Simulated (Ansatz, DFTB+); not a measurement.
**Worked example: H2S2 → 2 HS**

Species: H2S2 `SS`, singlet; HS, doublet. 

Shapes, held fixed at every level: PBE0-D4/def2-TZVP. Flexible molecules stand in one conformer, not always the lowest. Programs: Ansatz 0.2.0, DFTB+ 25.1. The zero-point and thermal change to 298 K, harmonic and unscaled (PBE0-D4/def2-TZVP), is -10.4 kJ/mol.

At CCSD(T)/CBS estimate; 1 Eh = 2625.50 kJ/mol:

| species | energy (Eh) |
| --- | --- |
| H2S2 | -796.745755 |
| HS | -398.319076 |

Problem. Work out ΔH(298 K) of the reaction at this level.

Solution. 
1. Products less reactants: 2 × (-398.319076) − [(-796.745755)] = 0.107603 Eh = +282.5 kJ/mol.
2. With the thermal change: +282.5 + (-10.4) = +272.1 kJ/mol.

Other levels give +108.9 (HF/def2-SVP) to +276.4 kJ/mol (wB97M-V/def2-TZVPP). No measured value is set beside it here. Open shells run unrestricted unless RO is named. The CBS estimate extrapolates MP2 from def2-TZVPP and def2-QZVPP and adds CCSD(T) − MP2 in the triple-zeta set, cores frozen.
